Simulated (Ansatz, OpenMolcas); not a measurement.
## Exact exchange and the HOMO–LUMO gap of H2

The species is H2 (2 atoms), meant as a singlet with charge 0. SMILES: `[H][H]`. The coordinates come from a PBE0-D4/def2-TZVP relaxation.

The HOMO–LUMO gap y, in eV, basis aug-cc-pVTZ; a is the functional's share of exact exchange. Programs: Ansatz 0.2.0, OpenMolcas 26.06.

| functional | program | a | y (eV) |
| --- | --- | --- | --- |
| PBE | Ansatz | 0 | 10.62 |
| r2SCAN | Ansatz | 0 | 12.36 |
| B3LYP | Ansatz | 0.2 | 12.19 |
| B97-2 | OpenMolcas | 0.21 | 12.43 |
| PBE0 | Ansatz | 0.25 | ? |
| r2SCAN0 | Ansatz | 0.25 | 13.88 |
| BHLYP | Ansatz | 0.5 | 14.43 |

Problem. Fit y = c + s·a to the known rows and predict PBE0.

Solution. 
1. Means of the 6 rows: a = 0.1933, y = 12.652.
2. Σ(Δa)² = 0.17233, Σ(Δa·Δy) = 1.0574, so the slope is 1.0574/0.17233 = 6.1359.
3. Intercept: 12.652 − (6.1359) × 0.1933 = 11.466. The largest residual of the fit is 0.89.
4. PBE0: 11.466 + (6.1359) × 0.25 = 13.00 eV.

The run gave 12.66 eV, so the prediction is off by +0.34 eV, within the scatter of the fit. Exact exchange lowers occupied levels and raises empty ones. The rows mix families of semi-local functionals, which the line can't see.
